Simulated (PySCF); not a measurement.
COP (charge -1).
SMILES with atom numbers: `[O-:1][C:2]#[P:3]`

The same species was optimised twice, with GFN2-xTB and with PBE0-D3(BJ)/def2-SVP (PySCF), and the same property calculations (PySCF, gas phase) were run on both structures.

```
  coordinate  GFN2-xTB  PBE0-D3(BJ)/def2-SVP  change
   C2≡P3 (Å)     1.580                 1.618  +0.038
   O1–C2 (Å)     1.191                 1.200  +0.009
O1–C2–P3 (°)     180.0                 180.0     0.0
```

Rotational constants: B = 5953 MHz (linear) (GFN2-xTB) against B = 5748 MHz (linear) (PBE0-D3(BJ)/def2-SVP). Point groups within 0.08 Å: C∞v and C∞v.

On the GFN2-xTB structure: HOMO (eV) -0.17 [PBE0/pcSseg-1]; LUMO (eV) 6.48 [PBE0/pcSseg-1]; GIAO shielding of O1 (ppm) 119.9 [PBE0/pcSseg-1]; GIAO shielding of C2 (ppm) 13.8 [PBE0/pcSseg-1]; GIAO shielding of P3 (ppm) 758.9 [PBE0/pcSseg-1].

Task: What do these properties become on the PBE0-D3(BJ)/def2-SVP structure?

Result: 
| property | level | on GFN2-xTB | on PBE0-D3(BJ)/def2-SVP | change |
| --- | --- | --- | --- | --- |
| HOMO (eV) | PBE0/pcSseg-1 | -0.17 | -0.16 | +0.01 |
| LUMO (eV) | PBE0/pcSseg-1 | 6.48 | 6.30 | -0.18 |
| energy, GFN2-xTB geometry as zero (kcal/mol) | PBE0/pcSseg-1 | 0.0 | -1.0 | -1.0 |
| GIAO shielding of O1 (ppm) | PBE0/pcSseg-1 | 119.9 | 102.4 | -17.5 |
| GIAO shielding of C2 (ppm) | PBE0/pcSseg-1 | 13.8 | 8.6 | -5.2 |
| GIAO shielding of P3 (ppm) | PBE0/pcSseg-1 | 758.9 | 744.7 | -14.2 |

The heavy atoms differ by 0.020 Å rms after alignment. Among all bonds C2≡P3 changes most (+0.038 Å). Changes are differences of the printed values. Neither structure is proved a minimum here. Isolated species at its PBE0-D3(BJ)/def2-SVP geometry, gas phase. The geometry's basis has no diffuse functions, a weakness for an anion.
